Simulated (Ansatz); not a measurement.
# Nudged elastic band run: AlBH6Si

input.yaml

```yaml
crystal:
  periodic: [false, false, false]
  atoms:
    - { symbol: B, position_ang: [-1.20335, 1.051515, -1.584199] }
    - { symbol: Al, position_ang: [0.259948, 0.899483, -0.065869] }
    - { symbol: Si, position_ang: [0.683913, -1.216689, 1.151573] }
    - { symbol: H, position_ang: [-0.966302, 0.790713, -2.743359] }
    - { symbol: H, position_ang: [-2.348505, 1.379684, -1.366415] }
    - { symbol: H, position_ang: [1.169114, 2.150194, 0.330605] }
    - { symbol: H, position_ang: [2.029131, -1.764122, 0.77959] }
    - { symbol: H, position_ang: [-0.320024, -2.288643, 0.864055] }
    - { symbol: H, position_ang: [0.696076, -1.002145, 2.63402] }
basis:
  gaussian: { orbitals: def2-SVP }
hamiltonian:
  xc: b3lyp
neb:
  order_check: false
  images: 7
  f_tol: 0.05
  max_iterations: 60
  max_displacement: 0.5
  optimiser: lbfgs
  final_atoms:
    - { symbol: B, position_ang: [-1.03089188, 1.00168328, -1.69088893] }
    - { symbol: Al, position_ang: [0.07274177, 0.96376349, 0.11243143] }
    - { symbol: Si, position_ang: [0.70572165, -1.19964083, 1.14485803] }
    - { symbol: H, position_ang: [-2.24217042, 0.99549189, -1.71608544] }
    - { symbol: H, position_ang: [-0.5098589, 1.00422384, -2.78423649] }
    - { symbol: H, position_ang: [0.4911473, 2.31539018, 0.85090343] }
    - { symbol: H, position_ang: [1.65399705, -1.9615618, 0.268953] }
    - { symbol: H, position_ang: [-0.49866792, -2.07194923, 1.33129564] }
    - { symbol: H, position_ang: [1.35798235, -1.04741083, 2.48277034] }
  initial_path:
    images:
      - { positions_ang: [[-1.20335, 1.051515, -1.584199], [0.259948, 0.899483, -0.065869], [0.683913, -1.216689, 1.151573], [-0.966302, 0.790713, -2.743359], [-2.348505, 1.379684, -1.366415], [1.169114, 2.150194, 0.330605], [2.029131, -1.764122, 0.77959], [-0.320024, -2.288643, 0.864055], [0.696076, -1.002145, 2.63402]] }
      - { positions_ang: [[-1.20355307, 1.01086353, -1.57784698], [0.21573215, 0.83196221, -0.03021139], [0.73634892, -1.24376209, 1.18108153], [-1.15575903, 0.59221161, -2.59105101], [-2.13332288, 1.52279819, -1.52120897], [1.03553438, 2.10906261, 0.41834317], [2.07758225, -1.78458603, 0.80187975], [-0.34895902, -1.99517753, 0.65916957], [0.7763973, -1.0433825, 2.65984533]] }
      - { positions_ang: [[-1.20375613, 0.97021207, -1.57149496], [0.17151631, 0.76444142, 0.00544622], [0.78878483, -1.27083519, 1.21059006], [-1.34521607, 0.39371022, -2.43874302], [-1.91814076, 1.66591237, -1.67600295], [0.90195476, 2.06793122, 0.50608134], [2.12603351, -1.80505007, 0.8241695], [-0.37789405, -1.70171205, 0.45428414], [0.8567186, -1.08461999, 2.68567066]] }
      - { positions_ang: [[-1.2039592, 0.9295606, -1.56514294], [0.12730046, 0.69692063, 0.04110383], [0.84122075, -1.29790828, 1.24009859], [-1.5346731, 0.19520883, -2.28643503], [-1.70295863, 1.80902656, -1.83079692], [0.76837514, 2.02679982, 0.59381952], [2.17448476, -1.8255141, 0.84645926], [-0.40682907, -1.40824658, 0.24939872], [0.9370399, -1.12585749, 2.71149599]] }
      - { positions_ang: [[-1.20416226, 0.88890913, -1.55879092], [0.08308461, 0.62939985, 0.07676144], [0.89365666, -1.32498138, 1.26960712], [-1.72413014, -0.00329256, -2.13412704], [-1.48777651, 1.95214075, -1.98559089], [0.63479552, 1.98566843, 0.68155769], [2.22293601, -1.84597814, 0.86874901], [-0.4357641, -1.1147811, 0.04451329], [1.0173612, -1.16709499, 2.73732132]] }
      - { positions_ang: [[-1.16084467, 0.91710267, -1.59181543], [0.0804989, 0.71299076, 0.08567893], [0.84667291, -1.29364624, 1.23841985], [-1.85364021, 0.24640355, -2.02961664], [-1.24329711, 1.71516152, -2.18525229], [0.59888347, 2.06809887, 0.72389412], [2.08070127, -1.87487405, 0.7188], [-0.45149006, -1.35407313, 0.36620888], [1.10251649, -1.13717395, 2.67368357]] }
      - { positions_ang: [[-1.11752707, 0.94529621, -1.62483993], [0.07791319, 0.79658167, 0.09459643], [0.79968915, -1.2623111, 1.20723258], [-1.98315028, 0.49609967, -1.92510624], [-0.99881771, 1.4781823, -2.38491369], [0.56297141, 2.15052931, 0.76623056], [1.93846653, -1.90376997, 0.568851], [-0.46721601, -1.59336516, 0.68790447], [1.18767177, -1.10725291, 2.61004583]] }
      - { positions_ang: [[-1.07420948, 0.97348974, -1.65786443], [0.07532748, 0.88017258, 0.10351393], [0.7527054, -1.23097596, 1.1760453], [-2.11266035, 0.74579578, -1.82059584], [-0.7543383, 1.24120307, -2.58457509], [0.52705936, 2.23295974, 0.80856699], [1.79623179, -1.93266589, 0.418902], [-0.48294197, -1.8326572, 1.00960005], [1.27282706, -1.07733187, 2.54640808]] }
      - { positions_ang: [[-1.03089188, 1.00168328, -1.69088893], [0.07274177, 0.96376349, 0.11243143], [0.70572165, -1.19964083, 1.14485803], [-2.24217042, 0.99549189, -1.71608544], [-0.5098589, 1.00422384, -2.78423649], [0.4911473, 2.31539018, 0.85090343], [1.65399705, -1.9615618, 0.268953], [-0.49866792, -2.07194923, 1.33129564], [1.35798235, -1.04741083, 2.48277034]] }
```

Run as:

```bash
$ ansatz run input.yaml --threads 1 --pin off --max-ram 2048MiB --backend cpu --events-out ev --progress --plain --runs-dir out
```

Output, in part (warnings, iteration lines):

```
NEB end point (image 0): max|allowed force component| = 1.023e-2 eV/Å (the criterion of neb.relax_end_points is 1.000e-2)
NEB end point (image 8): max|allowed force component| = 2.123e-2 eV/Å (the criterion of neb.relax_end_points is 1.000e-2)
NEB iter   1: max|band force component| = 1.105e1 eV/Å  barrier→ = 3.1233 eV  barrier← = 3.1175 eV  Δτ_max = 0.1888 Å  (214 SCF iters)
NEB iter   2: max|band force component| = 3.838e0 eV/Å  barrier→ = 2.7755 eV  barrier← = 2.7697 eV  Δτ_max = 0.0417 Å  (187 SCF iters)
NEB iter   3: max|band force component| = 2.505e0 eV/Å  barrier→ = 2.5359 eV  barrier← = 2.5301 eV  Δτ_max = 0.2687 Å  (170 SCF iters)
NEB iter   4: max|band force component| = 1.600e0 eV/Å  barrier→ = 1.4118 eV  barrier← = 1.4060 eV  Δτ_max = 0.2376 Å  (186 SCF iters)
NEB iter   5: max|band force component| = 2.438e0 eV/Å  barrier→ = 0.7709 eV  barrier← = 0.7651 eV  Δτ_max = 0.0429 Å  (175 SCF iters)
NEB iter   6: max|band force component| = 8.959e-1 eV/Å  barrier→ = 0.7356 eV  barrier← = 0.7298 eV  Δτ_max = 0.0595 Å  (168 SCF iters)
NEB iter   7: max|band force component| = 8.442e-1 eV/Å  barrier→ = 0.6437 eV  barrier← = 0.6380 eV  Δτ_max = 0.0636 Å  (168 SCF iters)
NEB iter   8: max|band force component| = 9.814e-1 eV/Å  barrier→ = 0.5627 eV  barrier← = 0.5570 eV  Δτ_max = 0.0167 Å  (163 SCF iters)
NEB iter   9: max|band force component| = 6.690e-1 eV/Å  barrier→ = 0.5494 eV  barrier← = 0.5436 eV  Δτ_max = 0.0464 Å  (152 SCF iters)
NEB iter  10: max|band force component| = 8.511e-1 eV/Å  barrier→ = 0.4994 eV  barrier← = 0.4937 eV  Δτ_max = 0.0150 Å  (165 SCF iters)
NEB iter  11: max|band force component| = 5.797e-1 eV/Å  barrier→ = 0.4900 eV  barrier← = 0.4842 eV  Δτ_max = 0.0438 Å  (150 SCF iters)
NEB iter  12: max|band force component| = 6.475e-1 eV/Å  barrier→ = 0.4491 eV  barrier← = 0.4434 eV  Δτ_max = 0.0109 Å  (163 SCF iters)
NEB iter  13: max|band force component| = 5.180e-1 eV/Å  barrier→ = 0.4419 eV  barrier← = 0.4362 eV  Δτ_max = 0.0411 Å  (147 SCF iters)
NEB iter  14: max|band force component| = 8.492e-1 eV/Å  barrier→ = 0.4088 eV  barrier← = 0.4030 eV  Δτ_max = 0.0148 Å  (159 SCF iters)
NEB iter  15: max|band force component| = 4.430e-1 eV/Å  barrier→ = 0.4032 eV  barrier← = 0.3975 eV  CI = image 4  Δτ_max = 0.0067 Å  (151 SCF iters)
NEB iter  16: max|band force component| = 4.386e-1 eV/Å  barrier→ = 0.3980 eV  barrier← = 0.3923 eV  CI = image 4  Δτ_max = 0.1605 Å  (136 SCF iters)
NEB iter  17: max|band force component| = 6.533e-1 eV/Å  barrier→ = 0.3070 eV  barrier← = 0.3013 eV  CI = image 4  Δτ_max = 0.0127 Å  (160 SCF iters)
NEB iter  18: max|band force component| = 2.742e-1 eV/Å  barrier→ = 0.3044 eV  barrier← = 0.2987 eV  CI = image 4  Δτ_max = 0.0114 Å  (147 SCF iters)
NEB iter  19: max|band force component| = 2.111e-1 eV/Å  barrier→ = 0.2991 eV  barrier← = 0.2933 eV  CI = image 4  Δτ_max = 0.0144 Å  (152 SCF iters)
NEB iter  20: max|band force component| = 2.464e-1 eV/Å  barrier→ = 0.2923 eV  barrier← = 0.2865 eV  CI = image 4  Δτ_max = 0.0048 Å  (149 SCF iters)
NEB iter  21: max|band force component| = 2.031e-1 eV/Å  barrier→ = 0.2907 eV  barrier← = 0.2850 eV  CI = image 4  Δτ_max = 0.0165 Å  (130 SCF iters)
NEB iter  22: max|band force component| = 2.134e-1 eV/Å  barrier→ = 0.2836 eV  barrier← = 0.2778 eV  CI = image 4  Δτ_max = 0.0037 Å  (151 SCF iters)
NEB iter  23: max|band force component| = 1.763e-1 eV/Å  barrier→ = 0.2823 eV  barrier← = 0.2765 eV  CI = image 4  Δτ_max = 0.0178 Å  (131 SCF iters)
NEB iter  24: max|band force component| = 2.148e-1 eV/Å  barrier→ = 0.2748 eV  barrier← = 0.2691 eV  CI = image 4  Δτ_max = 0.0042 Å  (151 SCF iters)
NEB iter  25: max|band force component| = 1.663e-1 eV/Å  barrier→ = 0.2737 eV  barrier← = 0.2679 eV  CI = image 4  Δτ_max = 0.0133 Å  (132 SCF iters)
NEB iter  26: max|band force component| = 1.973e-1 eV/Å  barrier→ = 0.2686 eV  barrier← = 0.2628 eV  CI = image 4  Δτ_max = 0.0034 Å  (148 SCF iters)
NEB iter  27: max|band force component| = 1.476e-1 eV/Å  barrier→ = 0.2676 eV  barrier← = 0.2618 eV  CI = image 4  Δτ_max = 0.0147 Å  (131 SCF iters)
NEB iter  28: max|band force component| = 1.990e-1 eV/Å  barrier→ = 0.2621 eV  barrier← = 0.2564 eV  CI = image 4  Δτ_max = 0.0038 Å  (147 SCF iters)
NEB iter  29: max|band force component| = 1.377e-1 eV/Å  barrier→ = 0.2613 eV  barrier← = 0.2555 eV  CI = image 4  Δτ_max = 0.0110 Å  (130 SCF iters)
NEB iter  30: max|band force component| = 1.774e-1 eV/Å  barrier→ = 0.2575 eV  barrier← = 0.2517 eV  CI = image 4  Δτ_max = 0.0031 Å  (147 SCF iters)
NEB iter  31: max|band force component| = 1.254e-1 eV/Å  barrier→ = 0.2567 eV  barrier← = 0.2510 eV  CI = image 4  Δτ_max = 0.0125 Å  (130 SCF iters)
NEB iter  32: max|band force component| = 1.818e-1 eV/Å  barrier→ = 0.2526 eV  barrier← = 0.2468 eV  CI = image 4  Δτ_max = 0.0034 Å  (147 SCF iters)
NEB iter  33: max|band force component| = 1.156e-1 eV/Å  barrier→ = 0.2519 eV  barrier← = 0.2462 eV  CI = image 4  Δτ_max = 0.0092 Å  (133 SCF iters)
NEB iter  34: max|band force component| = 1.579e-1 eV/Å  barrier→ = 0.2490 eV  barrier← = 0.2433 eV  CI = image 4  Δτ_max = 0.0028 Å  (147 SCF iters)
NEB iter  35: max|band force component| = 1.077e-1 eV/Å  barrier→ = 0.2484 eV  barrier← = 0.2427 eV  CI = image 4  Δτ_max = 0.0109 Å  (125 SCF iters)
NEB iter  36: max|band force component| = 1.658e-1 eV/Å  barrier→ = 0.2452 eV  barrier← = 0.2394 eV  CI = image 4  Δτ_max = 0.0030 Å  (146 SCF iters)
NEB iter  37: max|band force component| = 9.817e-2 eV/Å  barrier→ = 0.2447 eV  barrier← = 0.2389 eV  CI = image 4  Δτ_max = 0.0079 Å  (131 SCF iters)
NEB iter  38: max|band force component| = 1.404e-1 eV/Å  barrier→ = 0.2424 eV  barrier← = 0.2367 eV  CI = image 4  Δτ_max = 0.0025 Å  (149 SCF iters)
NEB iter  39: max|band force component| = 9.335e-2 eV/Å  barrier→ = 0.2420 eV  barrier← = 0.2362 eV  CI = image 4  Δτ_max = 0.0096 Å  (127 SCF iters)
NEB iter  40: max|band force component| = 1.517e-1 eV/Å  barrier→ = 0.2394 eV  barrier← = 0.2336 eV  CI = image 4  Δτ_max = 0.0028 Å  (144 SCF iters)
NEB iter  41: max|band force component| = 8.431e-2 eV/Å  barrier→ = 0.2390 eV  barrier← = 0.2332 eV  CI = image 4  Δτ_max = 0.0068 Å  (130 SCF iters)
NEB iter  42: max|band force component| = 1.251e-1 eV/Å  barrier→ = 0.2372 eV  barrier← = 0.2315 eV  CI = image 4  Δτ_max = 0.0022 Å  (138 SCF iters)
NEB iter  43: max|band force component| = 8.163e-2 eV/Å  barrier→ = 0.2368 eV  barrier← = 0.2311 eV  CI = image 4  Δτ_max = 0.0085 Å  (125 SCF iters)
NEB iter  44: max|band force component| = 1.393e-1 eV/Å  barrier→ = 0.2348 eV  barrier← = 0.2290 eV  CI = image 4  Δτ_max = 0.0025 Å  (143 SCF iters)
NEB iter  45: max|band force component| = 7.314e-2 eV/Å  barrier→ = 0.2344 eV  barrier← = 0.2287 eV  CI = image 4  Δτ_max = 0.0059 Å  (130 SCF iters)
NEB iter  46: max|band force component| = 1.119e-1 eV/Å  barrier→ = 0.2330 eV  barrier← = 0.2273 eV  CI = image 4  Δτ_max = 0.0020 Å  (135 SCF iters)
NEB iter  47: max|band force component| = 7.250e-2 eV/Å  barrier→ = 0.2328 eV  barrier← = 0.2270 eV  CI = image 4  Δτ_max = 0.0077 Å  (125 SCF iters)
NEB iter  48: max|band force component| = 1.285e-1 eV/Å  barrier→ = 0.2311 eV  barrier← = 0.2253 eV  CI = image 4  Δτ_max = 0.0023 Å  (141 SCF iters)
NEB iter  49: max|band force component| = 6.400e-2 eV/Å  barrier→ = 0.2308 eV  barrier← = 0.2251 eV  CI = image 4  Δτ_max = 0.0052 Å  (129 SCF iters)
NEB iter  50: max|band force component| = 1.006e-1 eV/Å  barrier→ = 0.2297 eV  barrier← = 0.2239 eV  CI = image 4  Δτ_max = 0.0018 Å  (132 SCF iters)
NEB iter  51: max|band force component| = 6.515e-2 eV/Å  barrier→ = 0.2294 eV  barrier← = 0.2237 eV  CI = image 4  Δτ_max = 0.0070 Å  (123 SCF iters)
NEB iter  52: max|band force component| = 1.191e-1 eV/Å  barrier→ = 0.2281 eV  barrier← = 0.2223 eV  CI = image 4  Δτ_max = 0.0021 Å  (138 SCF iters)
NEB iter  53: max|band force component| = 5.673e-2 eV/Å  barrier→ = 0.2278 eV  barrier← = 0.2221 eV  CI = image 4  Δτ_max = 0.0046 Å  (124 SCF iters)
NEB iter  54: max|band force component| = 9.080e-2 eV/Å  barrier→ = 0.2269 eV  barrier← = 0.2212 eV  CI = image 4  Δτ_max = 0.0017 Å  (134 SCF iters)
NEB iter  55: max|band force component| = 5.848e-2 eV/Å  barrier→ = 0.2268 eV  barrier← = 0.2210 eV  CI = image 4  Δτ_max = 0.0064 Å  (122 SCF iters)
NEB iter  56: max|band force component| = 1.109e-1 eV/Å  barrier→ = 0.2256 eV  barrier← = 0.2199 eV  CI = image 4  Δτ_max = 0.0020 Å  (135 SCF iters)
NEB iter  57: max|band force component| = 5.110e-2 eV/Å  barrier→ = 0.2254 eV  barrier← = 0.2197 eV  CI = image 4  Δτ_max = 0.0041 Å  (124 SCF iters)
NEB iter  58: max|band force component| = 8.243e-2 eV/Å  barrier→ = 0.2247 eV  barrier← = 0.2189 eV  CI = image 4  Δτ_max = 0.0015 Å  (131 SCF iters)
NEB iter  59: max|band force component| = 5.245e-2 eV/Å  barrier→ = 0.2245 eV  barrier← = 0.2188 eV  CI = image 4  Δτ_max = 0.0058 Å  (125 SCF iters)
NEB iter  60: max|band force component| = 1.037e-1 eV/Å  barrier→ = 0.2236 eV  barrier← = 0.2178 eV  CI = image 4  Δτ_max = 0.0018 Å  (136 SCF iters)
Error: NEB band did not converge after 60 iterations: max|band force component| = 1.04e-1 eV/Å (threshold 5.0e-2); raise `neb.max_iterations` in a new run, which can start from the last band evaluated (`neb.initial_path`, with `crystal.atoms` and `neb.final_atoms` set to its first and last images), …
```

It did not converge within its limit. The band didn't meet its force threshold, so its energies are provisional: the largest band force was still 0.10 eV/Å, and over the last iterations the top stayed at 0.22 eV.

Final band:

```json
{"image": "0", "path coordinate (Å)": "0.00", "energy (kcal/mol)": "0.0"}
{"image": "1", "path coordinate (Å)": "0.54", "energy (kcal/mol)": "0.7"}
{"image": "2", "path coordinate (Å)": "1.07", "energy (kcal/mol)": "2.5"}
{"image": "3", "path coordinate (Å)": "1.60", "energy (kcal/mol)": "4.4"}
{"image": "4", "path coordinate (Å)": "2.14", "energy (kcal/mol)": "5.2"}
{"image": "5", "path coordinate (Å)": "2.69", "energy (kcal/mol)": "4.2"}
{"image": "6", "path coordinate (Å)": "3.25", "energy (kcal/mol)": "2.3"}
{"image": "7", "path coordinate (Å)": "3.81", "energy (kcal/mol)": "0.7"}
{"image": "8", "path coordinate (Å)": "4.38", "energy (kcal/mol)": "0.1"}
```

Time of the run: 12 min on 1 thread of Intel(R) Xeon(R) Platinum 8488C (Sapphire Rapids), with other jobs on the host, peak memory 0.16 GiB.
